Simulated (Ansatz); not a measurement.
Species: HO, SMILES `[OH]` (charge 0, multiplicity 2).

Give a relaxed geometry from r2SCAN-D4/def2-TZVP (Ansatz, a program for electronic structure).

the end point of this relaxation (outside a Z-matrix the atoms follow the SMILES, hydrogens last).
Z-matrix (Å, degrees):
```
O
H 1 0.9756
```
